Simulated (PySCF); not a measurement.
**Working out the ionisation energy of Cl**

Cl [Ne] 3s2 3p5 (2P) → Cl⁺ [Ne] 3s2 3p4 (3P). Computed with PySCF 2.14 in cc-pV(T+d)Z, with the non-relativistic Hamiltonian (point nucleus). Frozen: [Ne]. Energies in hartree (1 hartree = 27.21139 eV):

```tsv
part	Cl (lower)	Cl⁺ (upper)
UHF	-459.485559	-459.052900
CCSD correlation	-0.182218	-0.149113
(T)	-0.005783	-0.004407
```

Problem. What does Hartree-Fock give?

Solution. (-459.052900) − (-459.485559) = 0.432659 hartree = 11.773 eV.

Problem. What do CCSD and CCSD(T) give?

Solution. The CCSD correlation energies differ by 0.033105 hartree = 0.901 eV and the triples by 0.001376 hartree = 0.037 eV, so CCSD gives 12.674 eV and CCSD(T) 12.711 eV.

Measured between the centres of the two terms (NIST): 12.974 eV, so CCSD(T) (valence) is off by -0.263 eV.

What remains against the reference includes basis incompleteness, the frozen core and higher excitations.
